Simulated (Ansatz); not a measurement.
# BSiH2+ (triplet): from Hartree-Fock to the top rungs, cc-pVTZ

How much of the correlation energy of BSiH2+ (triplet) does each wave-function method recover here?

Computed with Ansatz 0.2.0, Gaussian basis. Level: cc-pVTZ, core rule «outside noble gas», up to 6 orbitals frozen.

To be run: UHF; CCSD(T) on ROHF; CCSD(T) on UHF; BCCD(T) on ROHF; CCSDT(Q) on ROHF; CCSDT(Q) on UHF; CASSCF and MRCISD+Q, 8 electrons in 10 orbitals; CASSCF and MRCISD+Q(relaxed), 8 electrons in 10 orbitals; CASSCF and NEVPT2, 8 electrons in 10 orbitals.

3 further runs of the same task are left out: 3 set aside as unsound or not needed.

**1. The geometry**

The geometry is a PBE0/def2-TZVP stationary point (not a proven minimum) of the parent state, kept for this charge and spin.

4 atoms, charge 1, spin multiplicity 3.

Atoms are counted from 1 here; the program's logs count them from 0.

Bond lengths: Si1–B2 1.915 Å, Si1–H3 1.512 Å, B2–H4 1.193 Å. Angles: B2–Si1–H3 126.7°, Si1–B2–H4 134.2°.

**2. UHF**

File in.yaml:

```yaml
crystal:
  periodic: [false, false, false]
  atoms:
    - {symbol: Si, position_ang: [0.000000, -0.047060, 0.551810]}
    - {symbol: B, position_ang: [0.000000, -0.060513, -1.363344]}
    - {symbol: H, position_ang: [0.000000, 1.171072, 1.447364]}
    - {symbol: H, position_ang: [0.000000, 0.789266, -2.200146]}
basis:
  gaussian: {orbitals: cc-pVTZ}
total_charge: 1
magnetization: {spin_polarized: true, initial_magnetization: 2}
hamiltonian: {xc: hf}
output: {orbitals: {seedname: orbitals}}
```

The run is started by

```sh
> ansatz run in.yaml --threads 1 --pin off --events-out ev --progress --plain --max-ram 4096MiB --backend cpu
```

Further steps of the session: CCSD(T) on ROHF; CCSD(T) on UHF; BCCD(T) on ROHF; CCSDT(Q) on ROHF; CCSDT(Q) on UHF; CASSCF and MRCISD+Q, 8 electrons in 10 orbitals; CASSCF and MRCISD+Q(relaxed), 8 electrons in 10 orbitals; CASSCF and NEVPT2, 8 electrons in 10 orbitals.

**Question.** What will the summary of the whole plan be? Wanted: UCCSDT(Q) below the RHF energy; RMP2 from UCCSDT(Q); UMP2 from UCCSDT(Q); RCCSD from UCCSDT(Q); RCCSD(T) from UCCSDT(Q); UCCSD(T) from UCCSDT(Q); RCCSDT(Q) from UCCSDT(Q); NEVPT2 valence from UCCSDT(Q); MRCISD+Q valence from UCCSDT(Q).

As calculated:

| quantity | value |
| --- | --- |
| UCCSDT(Q) below the RHF energy | -5.1228 eV |
| RMP2 from UCCSDT(Q) | +1159.6 meV |
| UMP2 from UCCSDT(Q) | +1152.7 meV |
| RCCSD from UCCSDT(Q) | +251.6 meV |
| RCCSD(T) from UCCSDT(Q) | +61.1 meV |
| UCCSD(T) from UCCSDT(Q) | +60.5 meV |
| RCCSDT(Q) from UCCSDT(Q) | +2.4 meV |
| NEVPT2 valence from UCCSDT(Q) | +791.2 meV |
| MRCISD+Q valence from UCCSDT(Q) | +49.6 meV |
| MRCISD+Q(relaxed) valence from UCCSDT(Q) | +0.8 meV |
| levels within 1 kcal/mol (43 meV) | RCCSDT, UCCSDT, RCCSDT(Q), MRCISD+Q(relaxed) valence |
| T1 diagnostic | 0.050 |
| effectively unpaired electrons | 2.04 |

In words: RCCSD(T) lands +61.1 meV from the yardstick (1.2 % of the correlation energy). The occupations are near whole numbers, but T1 = 0.050 shows that the orbitals relax strongly. Of the multireference levels listed MRCISD+Q(relaxed) valence comes nearest in total energy (+0.8 meV), which doesn't show that its space is the better one. These misses are within one basis, not against nature; the frozen cores of restricted and unrestricted runs differ, which can shift their rows.
